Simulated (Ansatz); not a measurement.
Two structures, one formula

Two relaxed structures of CH₃OSi, doublet (PBE0-D4/def2-TZVP; forces vanish, vibrations not checked).

A:

```
6
angstrom
O 1.1877 0.5959 0.5748
C 0.2971 0.1974 -0.3283
Si -1.2746 -0.6666 0.1326
H -1.7157 -0.7834 -1.3180
H 0.6527 0.4619 -1.3239
H 0.8693 0.3595 1.4599
```

B:

```
6
angstrom
O -1.1087 -0.3144 -0.1289
C 0.2398 -0.0867 -0.4922
Si 1.2854 0.8139 0.8048
H -1.5490 -0.7751 -0.8489
H 0.3283 0.5110 -1.4200
H 0.7792 -1.0286 -0.7114
```

Ansatz 0.2.0; basis: def2-TZVPP; cores frozen in the correlated methods; orbitals are unrestricted. B3LYP uses VWN-RPA correlation.

Which structure is lower at CCSD(T), and by how much? (Judge from chemistry; the value comes from the calculation.)

Computed: A, by 0.007 eV (electronic energy, against the other); a gap this small isn't resolved in one triple-zeta basis. By their contacts, A is CH₃OSi ([OH][CH][SiH]) and B is CH₃OSi ([OH][CH2][Si]).

Do the other methods give the same order? (A judgement: the text doesn't fix the answer.)

Computed: Not all: HF, MP2, CCSD give the other order.

```csv
method,E(B) − E(A) (eV)
PBE-D4,0.193
r2SCAN-D4,0.223
PBE0-D4,0.093
B3LYP-D4,0.142
wB97M-V,0.132
HF,-0.077
MP2,-0.072
CCSD,-0.037
CCSD(T),0.007
```

The T1 diagnostic stays at or below 0.025. ⟨S²⟩ of the unrestricted Hartree–Fock references: 0.77 to 0.78 (a pure state has 0.75).

Labels in which every atom is bracketed show which atoms are joined, not bond orders.

For scale, one of the runs: CCSD(T)/def2-TZVPP, 146 basis functions, launched by `ansatz run in.yaml --threads 2 --pin off --events-out ev --progress --plain --max-ram 4352MiB`. The run took 21 s on 2 CPU threads of an AMD EPYC 9R45 (shared host), with 2 GiB of host memory at its peak.
